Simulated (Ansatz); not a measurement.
What does this script print? It uses Ansatz's Python interface.

`c5h9n.py`:
```python
# -*- coding: utf-8 -*-
"""Rank force-field conformers of C5H9N by single points."""

import ansatz as az
from rdkit import Chem
from rdkit.Chem import AllChem

rd = Chem.AddHs(Chem.MolFromSmiles("N=CCC1CC1"))
ids = list(AllChem.EmbedMultipleConfs(rd, numConfs=20, randomSeed=190, pruneRmsThresh=0.4))
field = [energy for _, energy in AllChem.MMFFOptimizeMoleculeConfs(rd)]
distinct = {round(e, 2): i for i, e in zip(ids, field)}
chosen = sorted(distinct.items())[:4]
found = []
for force_field, index in chosen:
    c5h9n = az.Crystal.molecule()
    for atom, xyz in zip(rd.GetAtoms(), rd.GetConformer(index).GetPositions()):
        c5h9n = c5h9n.atom(atom.GetSymbol(), xyz.round(5).tolist())
    calculation = (
        c5h9n.calculation()
        .basis(gaussian="6-31G*")  # the orbital basis, by name
        .functional("HF")
        .accuracy("medium")  # preset for grids and thresholds
    )
    found.append(calculation.run(threads=1, backend="cpu").report["free_energy_ev"])
print("conformer   MMFF (kcal/mol)   this level (kcal/mol)")
for (force_field, index), e in zip(chosen, found):
    print(f"{index:9d} {force_field - chosen[0][0]:17.2f} {23.060548 * (e - min(found)):17.3f}")
```

Output of `python c5h9n.py`:
```text
conformer   MMFF (kcal/mol)   this level (kcal/mol)
        5              0.00             0.000
        7              0.52             0.120
        9              0.57             1.540
        4              1.78             0.620
```

Notes:
- These settings explore the input space; basis and method may be short of convergence.
- The conformers keep their force-field geometries.
- Finished in 8.6 s on 1 thread of Arm Neoverse V1, with other jobs on the host, peak memory 0.32 GiB.
